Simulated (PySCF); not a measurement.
# C₅H₁₂O: calculation and literature

Geometry:
```csv
atom,x (Å),y (Å),z (Å)
C1,2.522,0.366,-0.173
C2,1.221,-0.289,-0.604
C3,0.003,0.238,0.148
O4,0.155,0.088,1.544
C5,-1.301,-0.388,-0.338
C6,-2.530,0.173,0.356
H7,3.390,-0.077,-0.685
H8,2.666,0.259,0.912
H9,2.516,1.445,-0.397
H10,1.058,-0.149,-1.687
H11,1.276,-1.383,-0.449
H12,-0.056,1.332,-0.008
H13,0.231,-0.856,1.725
H14,-1.377,-0.251,-1.431
H15,-1.240,-1.481,-0.176
H16,-2.651,1.247,0.142
H17,-2.436,0.066,1.447
H18,-3.449,-0.339,0.033
```

Fast rotation and ring inversion assumed for equivalent nuclei, one conformer, no relativistic terms, gas phase. GIAO KT3/pcSseg-1 shieldings; geometry: PBE0-D3(BJ)/def2-SVP; couplings computed with B3LYP/pcJ-1 (without the spin–dipole term); PySCF 2.14.0 with density-fitted response routines.

Coupling constants in Hz:
```tsv
coupling	reference	computed	source
1J(C1,C2)	35.0	38.5	measured; liquid or solution; F. J. Weigert, PhD thesis, Caltech 1968 (Carbon-13 magnetic resonance spectroscopy)
1J(C2,C3)	37.9	38.2	measured; liquid or solution; F. J. Weigert, PhD thesis, Caltech 1968 (Carbon-13 magnetic resonance spectroscopy)
```
